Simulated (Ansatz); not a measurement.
A calculation with Ansatz (development build ahead of 0.2.0).

```yaml
crystal:
  periodic: [false, false, false]
  atoms:
    - { symbol: "N", position_ang: [0.0, 0.0, 0.0] }
    - { symbol: "N", position_ang: [0.0, 0.0, 3.976] }
    - { symbol: H, position_ang: [0.0, 0.9401, 4.3967] }
    - { symbol: H, position_ang: [-0.7202, -0.6043, 4.3967] }
basis:
  gaussian: { orbitals: pcseg-2 }
magnetization:
  initial_magnetization: 2
hamiltonian:
  xc: { name: B3LYP }
```

The input is written out in the form of the current development build from the run's settings.

Results

* Converged: yes
* Total energy: -110.40352 hartree
* Spin squared of the determinant: 2.000
* Stability test: minimum among restricted orbitals

Caution: stretched shape with no unrestricted run beside it, a lower state can exist; charge can spread falsely over distant fragments; other spin multiplicities may lie lower.
